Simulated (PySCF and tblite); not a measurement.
C3H8O, numbered as in [CH3:1][CH2:2][CH2:3][OH:4].

The ensemble was built from 90 distance-geometry starts (ETKDG and KDG, MMFF94s, GFN2-xTB) and rests on PBE0-D3(BJ)/def2-SVP geometries. Energies: B3LYP-D3(BJ)/def2-TZVP (IEF-PCM, chloroform), with GFN2-xTB thermal terms (modes under about 100 cm⁻¹ blended into free rotors). Symmetry numbers and mirror images are counted. Conformers within 3 kcal/mol (GFN2-xTB free energy) were kept, 8 at most. GIAO shieldings: WP04/pcSseg-1 (IEF-PCM, chloroform). Shifts are against TMS (¹H), TMS (¹³C) at the same level. (PySCF 2.14, tblite 0.8.)

Torsions listed: C1–C2–C3–O4, C2–C3–O4–H4. Of a mirror pair one member is shown.

```json
{"conformer": "1", "shape": "178°, 60°", "weight %": "26.4", "dipole D": "1.98"}
{"conformer": "2", "shape": "62°, -67°", "weight %": "22.7", "dipole D": "1.95"}
{"conformer": "3", "shape": "-58°, -61°", "weight %": "21.3", "dipole D": "1.96"}
{"conformer": "4", "shape": "-62°, 175°", "weight %": "17.9", "dipole D": "1.81"}
{"conformer": "5", "shape": "-179°, -178°", "weight %": "11.8", "dipole D": "1.76"}
```

**Question.** How do the computed shifts compare with measured ones?

**Answer.** 
```tsv
nucleus	signal	leading conformer	average	measured	medium
¹H	H1	0.87	0.95	0.94	not stated per compound (mostly CDCl3 or CCl4)
¹H	H2	1.35	1.34	1.59	not stated per compound (mostly CDCl3 or CCl4)
¹H	H3	3.34	3.44	3.59	not stated per compound (mostly CDCl3 or CCl4)
¹³C	C1	13.5	13.9	10.3	not stated per compound (mostly CDCl3 or CCl4)
¹³C	C2	32.6	31.0	25.9	not stated per compound (mostly CDCl3 or CCl4)
¹³C	C3	69.7	68.7	64.2	not stated per compound (mostly CDCl3 or CCl4)
```

Measured values: Pretsch, Buehlmann, Badertscher, Structure Determination of Organic Compounds, 4th ed. (2009). Mean difference for ¹H: -0.13 ppm, scatter 0.11 ppm. Mean difference for ¹³C: 4.40 ppm, scatter 0.62 ppm. The computed shifts are unscaled and lack vibrational corrections.
